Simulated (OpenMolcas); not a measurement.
# NOF (nitrosyl fluoride): levels of theory compared

Aim: a comparison of 4 runs (UHF/STO-3G, B3LYP/STO-3G, UB3LYP/STO-3G, CISD/STO-3G) of NOF (nitrosyl fluoride). 

The calculation is run with OpenMolcas 26.06.

5 further runs of the same task are left out: 5 that didn't finish.

**1. Starting point**

The species is NOF (3 atoms), meant as a singlet with charge 0. SMILES: `O=NF`. The N2–F3 distance was set to 2.611 Å, away from the relaxed value. At this shape a bond of the SMILES string is far longer than usual.

Bond lengths: O1–N2 1.139 Å.

**2. The energy at UHF/STO-3G (run 1)**

Input file calc.inp:

```
&GATEWAY
  BasLib
  $CurrDir
  Coord
  3
  angstrom
  O        1.763045      -0.297072       0.939362
  N        1.029075      -1.021782       0.456602
  F       -1.028520       0.238580      -0.540950
  Basis
  STO-3G
  Group
  NoSym

&SEWARD

&SCF
  UHF
  Thresholds
  1e-10 1e-07 1e-07 1e-05
  Scramble
  0.25
  PrOrbitals
  1 1
```

The basis set STO-3G is read from a file made from the Basis Set Exchange's data (not shown).

Started as:

```bash
$ export MOLCAS_MEM=1860
$ pymolcas calc.inp > calc.log
```

The program printed:

```text
--- Start Module: gateway ---
[...]
--- Stop Module: gateway /rc=_RC_ALL_IS_WELL_ ---
--- Start Module: seward ---
[...]
      Basis functions           15
--- Stop Module: seward /rc=_RC_ALL_IS_WELL_ ---
--- Start Module: scf ---
[...]
       Convergence after 249 Iterations
[...]
::    Total SCF energy                               -225.5131987194
[...]
      Total spin, S                                     0.6849617601
[...]
      Total electronic charge=   24.000000
      Total            charge=   -0.000000
[...]
      Dipole Moment (debye):
      Origin of the operator (angstrom)=    0.4708   -0.2965    0.2274
                   X=  1.8059E-01               Y=  1.5329E-01               Z=  1.1608E-01           Total=  2.6379E-01
      Quadrupole Moment (debye*angstrom):
[...]
--- Stop Module: scf /rc=_RC_ALL_IS_WELL_ ---
[...]
```

Run time: 5.1 s. Hardware: 1 thread of Intel Xeon 6975P-C (Granite Rapids), shared host; peak memory 0.37 GiB.

**3. A single-point energy at B3LYP/STO-3G (run 2)**

Input file calc.inp:

```
>>> EXPORT MOLCAS_PRINT=2

&GATEWAY
 BasLib=$CurrDir
 Coord
 3
 angstrom
 O        1.763045      -0.297072       0.939362
 N        1.029075      -1.021782       0.456602
 F       -1.028520       0.238580      -0.540950
 Basis=STO-3G
 Group=NoSym

&SEWARD
 GridInput
 Grid=UltraFine
 End of Grid

&SCF
 KSDFT=B3LYP
 Thresholds=1e-10 1e-07 1e-07 1e-05
 PrOrbitals=1 1
```

The basis set STO-3G is read from a file made from the Basis Set Exchange's data (not shown).

Started as:

```bash
$ export MOLCAS_MEM=1860
$ pymolcas calc.inp > calc.log
```

The program printed:

```text
--- Start Module: gateway ---
[...]
--- Stop Module: gateway /rc=_RC_ALL_IS_WELL_ ---
--- Start Module: seward ---
[...]
      Basis functions           15
--- Stop Module: seward /rc=_RC_ALL_IS_WELL_ ---
--- Start Module: scf ---
[...]
       Convergence after  66 Iterations
[...]
::    Total KS-DFT energy                            -226.3175271530
[...]
      Total spin, S                                     0.0000000000
[...]
      Total electronic charge=   24.000000
      Total            charge=   -0.000000
[...]
      Dipole Moment (debye):
      Origin of the operator (angstrom)=    0.4708   -0.2965    0.2274
                   X=  1.7897E+00               Y= -3.2688E-01               Z=  9.5083E-01           Total=  2.0528E+00
      Quadrupole Moment (debye*angstrom):
[...]
--- Stop Module: scf /rc=_RC_ALL_IS_WELL_ ---
[...]
```

Wall time 6.6 s (1 thread of Intel Xeon 6975P-C (Granite Rapids), shared host); peak memory 0.37 GiB.

**4. A single-point energy at UB3LYP/STO-3G (run 3)**

Input file calc.input:

```
&GATEWAY
BASLIB
$CurrDir
COORD
3
angstrom
O        1.763045      -0.297072       0.939362
N        1.029075      -1.021782       0.456602
F       -1.028520       0.238580      -0.540950
BASIS
STO-3G
GROUP
NoSym
&SEWARD
GRIDINPUT
Grid=UltraFine
End of Grid
&SCF
UHF
KSDFT
B3LYP
THRESHOLDS
1e-10 1e-07 1e-07 1e-05
SCRAMBLE
0.25
PRORBITALS
1 1
```

The basis set STO-3G is read from a file made from the Basis Set Exchange's data (not shown).

Started as:

```bash
$ export MOLCAS_MEM=1860
$ pymolcas calc.input > calc.log
```

The program printed:

```text
--- Start Module: gateway ---
[...]
--- Stop Module: gateway /rc=_RC_ALL_IS_WELL_ ---
--- Start Module: seward ---
[...]
      Basis functions           15
--- Stop Module: seward /rc=_RC_ALL_IS_WELL_ ---
--- Start Module: scf ---
[...]
       Convergence after  64 Iterations
[...]
::    Total KS-DFT energy                            -226.3839672771
[...]
      Total spin, S                                     0.5969985763
[...]
      Total electronic charge=   24.000000
      Total            charge=   -0.000000
[...]
      Dipole Moment (debye):
      Origin of the operator (angstrom)=    0.4708   -0.2965    0.2274
                   X=  5.8325E-01               Y=  1.6851E-01               Z=  3.3959E-01           Total=  6.9563E-01
      Quadrupole Moment (debye*angstrom):
[...]
--- Stop Module: scf /rc=_RC_ALL_IS_WELL_ ---
[...]
```

It took 9.9 s on 1 thread of Intel Xeon 6975P-C (Granite Rapids), shared host; peak memory 0.37 GiB.

**5. The energy at CISD/STO-3G (run 4)**

Input file calc.input:

```
&gateway
  baslib
  $CurrDir
  coord
  3
  angstrom
  O        1.763045      -0.297072       0.939362
  N        1.029075      -1.021782       0.456602
  F       -1.028520       0.238580      -0.540950
  basis
  STO-3G
  group
  NoSym

&seward

&scf
  thresholds
  1e-10 1e-07 1e-07 1e-05
  prorbitals
  1 1

&motra
  frozen
  3

&guga
  electrons
  18
  spin
  1
  inactive
  9
  active
  0
  ciall
  1

&cpf
  sdci
```

The basis set STO-3G is read from a file made from the Basis Set Exchange's data (not shown).

Started as:

```bash
$ export MOLCAS_MEM=1860
$ pymolcas calc.input > calc.log
```

The program printed:

```text
--- Start Module: gateway ---
[...]
--- Stop Module: gateway /rc=_RC_ALL_IS_WELL_ ---
[...]
      Basis functions           15
[...]
       Convergence after  23 Iterations
[...]
::    Total SCF energy                               -225.2491269406
[...]
      Total spin, S                                     0.0000000000
[...]
      *** WARNING: Default frozen orbitals is overwritten by user input.
      *** Default values:   3
[...]
--- Start Module: guga ---
[...]
--- Stop Module: guga /rc=_RC_ALL_IS_WELL_ ---
--- Start Module: cpf ---
[...]
      Active orbitals                            0       0
[...]
      Spin quantum number                      0.0
[...]
     FINAL CI ENERGY          -225.57568027
     FINAL CORRELATION ENERGY   -0.32655333  REFERENCE ENERGY    -225.24912694
[...]
     REL. CI ENERGY           -225.57568027
[...]
      Total electronic charge=   24.000000
      Total            charge=    0.000000
[...]
      Dipole Moment (debye):
      Origin of the operator (angstrom)=    0.4708   -0.2965    0.2274
                   X=  6.3271E-01               Y=  1.3542E-01               Z=  3.6327E-01           Total=  7.4204E-01
      Quadrupole Moment (debye*angstrom):
[...]
--- Stop Module: cpf /rc=_RC_ALL_IS_WELL_ ---
[...]
```

Run time: 1.3 s. Hardware: 1 thread of Intel Xeon 6975P-C (Granite Rapids), shared host; peak memory 0.37 GiB.

**6. The series**

| run | level | scramble | integration grid | energy (Eh) | dipole moment (D) of the reference | HOMO energy (eV) | LUMO energy (eV) | wall time |
| --- | --- | --- | --- | --- | --- | --- | --- | --- |
| 1 | UHF/STO-3G | 0.25 | – | -225.513199 | 0.26 | -8.79 | 6.55 | 5.1 s |
| 2 | B3LYP/STO-3G | – | UltraFine | -226.317527 | 2.05 | -2.89 | -1.01 | 6.6 s |
| 3 | UB3LYP/STO-3G | 0.25 | UltraFine | -226.383967 | 0.70 | -3.20 | -0.07 | 9.9 s |
| 4 | CISD/STO-3G | – | – | -225.575680 | 2.37 | -4.63 | 1.84 | 1.3 s |

**7. What came out**

| quantity | value |
| --- | --- |
| run 4: total energy | -225.57568 Eh |
| run 4: dipole moment (mean-field density) | 2.37 D |
| run 4: HOMO energy (Hartree–Fock orbitals) | -4.63 eV |
| run 4: LUMO energy (Hartree–Fock orbitals) | 1.84 eV |
| run 4: HOMO–LUMO gap (Hartree–Fock orbitals) | 6.47 eV |
| run 4: correlation energy (3 core orbitals frozen) | -326.6 mEh |

What this shows: Over runs 1, 2, 3 the dipole moment (its size) runs from 0.26 D (UHF/STO-3G) to 2.05 D (B3LYP/STO-3G). Over runs 1, 2, 3 the HOMO–LUMO gap runs from 1.87 eV (B3LYP/STO-3G) to 15.34 eV (UHF/STO-3G). In runs 1, 2, 3, 4 the basis is minimal, so the values are rough. In runs 2, 4 a closed-shell determinant meets a far-stretched bond, which it describes badly. Spin contamination of the reference: run 1 ⟨S²⟩ = 1.15, run 3 ⟨S²⟩ = 0.95. Where it is this large, the reference is a mixture of spin states, and values that rest on it are in doubt. All runs together took 23 s, the longest 9.9 s.
